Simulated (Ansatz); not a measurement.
Results of LDA (Ansatz, a program for electronic structure, plane waves, PAW) for cubic perovskite SrTiO3 (cubic form, which distorts at low temperature).

Numerical settings: plane-wave cutoff 520 eV, 6×6×6 k mesh, perturbation theory, no spin polarisation, scalar-relativistic PAW data made under PBE.

Computed at the level's own relaxed cell.

Harmonic phonon frequencies (cm⁻¹; i marks an imaginary mode; at Γ without the LO shift):

```
q point                                                  frequencies
-------  -----------------------------------------------------------
Γ              47i 47i 47i 0 0 0 166 166 166 224 224 224 555 555 555
X        106 106 125 125 165 165 169 274 283 315 315 529 529 539 776
M        44i 105 113 113 128 262 262 322 322 461 481 481 493 535 825
R        95i 95i 95i 134 134 134 433 433 433 442 442 442 503 503 860
```

Imaginary modes appear, so the structure is dynamically unstable at this level.

Note: the relaxation could not lower the start's symmetry, so the cell can be a saddle point above a distorted one; the run finds an imaginary mode (95i cm⁻¹), so the cell is a saddle point at this level.
